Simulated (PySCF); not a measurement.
Structure from NMR data

The spectra below were simulated for a compound C$_{3}$H$_{3}$F$_{3}$.

1H NMR (300 MHz, computed): δ 6.35 (m, 1H), 6.15 (m, 1H), 6.00 (m, 1H).

13C{1H} NMR (computed): δ 135.8, 131.8, 131.0.

Rapidly exchanging positions averaged, single conformer, no relativistic terms, gas phase. σ from GIAO-PBE0/pcSseg-1; coordinates at the GFN2-xTB level; PySCF 2.14.

Referencing at the same level of theory: TMS for 1H, 13C.

Q: Deduce the structure.

A: 
1. Rings plus π bonds: 1 (no ring in the answer).
2. 3 carbon signals for 3 carbons: no two carbons are equivalent.
3. Carbon types of the structure: 1 × C, 1 × CH, 1 × CH2, which accounts for all hydrogens.
4. δC 135.8: alkene CH; as expected for a trigonal carbon in a double bond.
5. δC 131.8: CF3 carbon; 3 electronegative neighbours deshield it.
6. δC 131.0: terminal =CH2 carbon; as expected for a trigonal carbon in a double bond.
7. δH 6.35, 6.00: hydrogen on a terminal =CH2 carbon; attached to an sp2 carbon and in the plane of the double bond.
8. δH 6.15: hydrogen on an alkene CH; a vinylic proton, deshielded by the sp2 carbon and the C=C anisotropy.

These data were computed for `C(C=C)(F)(F)F`.

The data come from this structure; uniqueness wasn't tested.

Splittings by 19F in the carbon and heteronuclear signals aren't shown, as no couplings were computed. Shifts are as computed. Against solution values, carbons near 30 ppm lie about +3 ppm off and those near 130 ppm about +5 ppm. Of 246 compounds with measured shifts, 49 miss one by over three times the rms of a fit or turn the order of signals round; such compounds aren't used in these exercises. No couplings were computed; multiplicities are counted from neighbouring protons, with m where these are inequivalent, close in shift, in a saturated or five-membered ring or joined by F or P, and br s for small geminal =CH2 splittings.
